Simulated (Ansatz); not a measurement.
# Interaction energy ladder

The pair of CH4 (SMILES C, atoms 1–5) and SiH4 (SMILES [SiH4], atoms 6–10), both closed shells, in one local arrangement (a lower one may exist), relaxed at PBE0-D4/def2-TZVP:

| atom | x (Å) | y (Å) | z (Å) |
| --- | --- | --- | --- |
| C1 | -0.0242 | -0.0188 | -2.2351 |
| H2 | -0.2053 | -1.0800 | -2.4040 |
| H3 | 0.7489 | 0.3311 | -2.9187 |
| H4 | 0.3037 | 0.1358 | -1.2077 |
| H5 | -0.9438 | 0.5389 | -2.4100 |
| Si6 | 0.0234 | 0.0184 | 2.2357 |
| H7 | 1.0678 | 0.5971 | 1.3530 |
| H8 | -0.1514 | 0.8858 | 3.4280 |
| H9 | 0.4394 | -1.3399 | 2.6672 |
| H10 | -1.2584 | -0.0683 | 1.4918 |

Computed with Ansatz 0.2.0 (basis: def2-TZVPPD, with def2-QZVPPD for the basis limit); correlated methods freeze the cores. B3LYP uses VWN-RPA correlation. Extrapolation: Hartree–Fock as exp(−7.88 √X), correlation as X^−2.97. Interaction energies count from these two fragments, frozen as in the pair, with the counterpoise correction; negative means bound.

Problem. What is the interaction energy by CCSD(T) at an estimated basis limit (MP2 extrapolated from triple and quadruple zeta, plus CCSD(T) − MP2 in triple zeta)? (To be estimated.)

Solution. The calculation gives: -0.39 kcal/mol. Hartree–Fock alone gives 0.37 kcal/mol at the basis limit, so without correlation the pair would not bind at this distance. It counts from the two fragments frozen as in the pair.

The same quantity by other methods in triple zeta, and each one's difference from that estimate:
```
   method  E_int (kcal/mol)  difference
   PBE-D4             -0.61       -0.22
revPBE-D4             -0.47       -0.08
  BLYP-D4             -0.28        0.11
r2SCAN-D4             -0.25        0.14
   B97M-V             -0.38        0.01
  PBE0-D4             -0.52       -0.13
 B3LYP-D4             -0.37        0.02
 HSE06-D4             -0.53       -0.14
  wB97X-V             -0.37        0.01
  wB97M-V             -0.33        0.06
   B2PLYP              0.05        0.44
       HF              0.37        0.76
      MP2             -0.28        0.10
     CCSD             -0.23        0.16
  CCSD(T)             -0.33        0.06
```
Differences are method less estimate.

Problem. Which atoms make the shortest contact between the fragments?

Solution. H4 and H7, 2.71 Å apart.

Basis-set superposition shift (counterpoise-corrected less uncorrected): CCSD(T) 0.15; MP2 0.15; HF 0.02; PBE0-D4 0.01; wB97M-V 0.03 kcal/mol.

The T1 diagnostic stays at or below 0.011.

For scale, one of the runs: CCSD(T)/def2-TZVPPD, 221 basis functions (an equivalent command: `ansatz run in.yaml --threads 2`). Time: 36 s of wall clock on 2 CPU threads; the host was shared. Peak host memory: 3.3 GiB.
